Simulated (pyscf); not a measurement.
F–SiH₂–C(F)(F)–F + HO–SiH₃ → F–C(F)(F)–SiH₂–O–SiH₃ + HF, a four-centre exchange (singlet surface; F–Si, H–O broken, O–Si, F–H formed). PySCF, gas phase, ωB97X-D3(BJ)/def2-SVP geometries. Energies in kcal/mol from the separated reactants.

Small-basis levels: PySCF, no dispersion term, spherical d functions. 

Quick HF/6-31G* single points give ΔE‡ = 31.2 kcal/mol and ΔE = +9.5 kcal/mol. What does ωB97M-D3(BJ)/def2-TZVP give, and how far is the quick result from it?

ωB97M-D3(BJ)/def2-TZVP gives ΔE‡ = 16.9 kcal/mol and ΔE = +4.4 kcal/mol. HF/6-31G* lies 14.2 kcal/mol over it in the barrier and 5.1 kcal/mol over it in the reaction energy, so on this step it does not hold to within 3.0 kcal/mol. ωB97M-D3(BJ)/def2-TZVP has limits of its own. On the reactant side the descent ends in a complex (not fully relaxed), 4.5 kcal/mol under the separated species and 20.4 kcal/mol under the saddle at ωB97X-D3(BJ)/def2-TZVP. On the product side the descent ends in a complex, 4.8 kcal/mol under the separated species and 18.0 kcal/mol under the saddle at ωB97X-D3(BJ)/def2-TZVP. F–SiH₂–C(F)(F)–F lies 92.1 kcal/mol over its isomer F–CH₂–Si(F)(F)–F (electronic energy, ωB97M-D3(BJ)/def2-TZVP). F–C(F)(F)–SiH₂–O–SiH₃ lies 40.1 kcal/mol over its isomer F–CH(F)–SiH(F)–O–SiH₃ (electronic energy, ωB97M-D3(BJ)/def2-TZVP). One saddle was located; it need not be the lowest between these sides.
